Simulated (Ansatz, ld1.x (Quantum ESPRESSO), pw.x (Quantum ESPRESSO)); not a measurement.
# From atom to crystal: TM potential for tantalum (Ta)

- Element: tantalum (Ta)
- Generator: ld1.x (Quantum ESPRESSO) 7.5
- Type: norm-conserving Troullier–Martins (Kleinman–Bylander form)
- Functional: PBEsol
- Relativity: scalar-relativistic
- Frozen core: [Xe] 4f14
- Valence charge: 5
- Reference configuration: 5d3 6s2 6p0
- Partial waves: 6s (bound): rc 2.50 bohr; 5d (bound): rc 1.70 bohr; 6p (bound, empty): rc 3.15 bohr
- Local potential: the p channel
- Core correction: none

Atomic tests: cutoffs needed: 30 Ry and 35 Ry (the cutoffs (Ry, on a coarse ladder) from which the occupation-weighted sum of valence levels, in a spherical-Bessel basis at the reference potential, stays within 10 and 1 mRy of its value at 400 Ry); ghost test: no extra level below or beside the all-electron valence levels (s, d, p, f tested) (spherical-Bessel basis up to 400 Ry, 20 bohr box); largest excitation error: -125 meV (all-electron minus pseudo) for 5d2 6s0 6p0, out of 7 test configurations.

Crystal test: fcc Ta in pw.x 7.5, no spin, 14³ k-points, Fermi–Dirac smearing 0.01 Ry, cutoffs 45/180 Ry. The reference is all-electron LAPW (Ansatz 0.2.0) with the same functional, mesh and smearing; V0 and B0 come from Birch–Murnaghan fits to the pressures at five volumes. Errors are pseudo minus all-electron; Δ is the rms difference of the E(V) curves that follow from these fits, minima aligned, over ±6 % about the mean V0. Mesh and smearing are coarse, so the numbers serve the comparison and aren't converged zero-temperature values; the lattice is a test structure that the element need not adopt.

All-electron: a0 = 4.177 Å (V0 = 18.22 Å³/atom), B0 = 198.7 GPa.

Problem. How far does the potential miss the all-electron equation of state?

Solution. mean pressure error (GPa): +24.65. The pressure does not cross zero within the volumes sampled, so no fit is given. The largest radius (3.15 bohr) exceeds half the bond length (2.79 bohr), so the spheres overlap, which is one possible source of error among others. This is a poor potential for the solid.

```tsv
V (Å³/atom)	P all-electron (GPa)	P pseudo (GPa)
17.367	10.42	39.36
17.824	4.57	31.13
18.281	-0.64	23.79
18.738	-5.27	17.25
19.195	-9.40	11.40
```

Problem. At the middle volume, how do free energy and pressure move when the wave cutoff is lowered (ecutrho kept at four times it)?

Solution.

```tsv
cutoff (Ry)	shift of F (meV/atom)	shift of P (GPa)
20	+720.7	-23.67
27	+44.2	-2.77
36	+2.1	+0.11
```

The run at the middle volume (104 k-points, 6 iterations) took about 5.5 s on one core of a shared host (Neoverse-V1, 32 threads, 247 GiB, load 27).
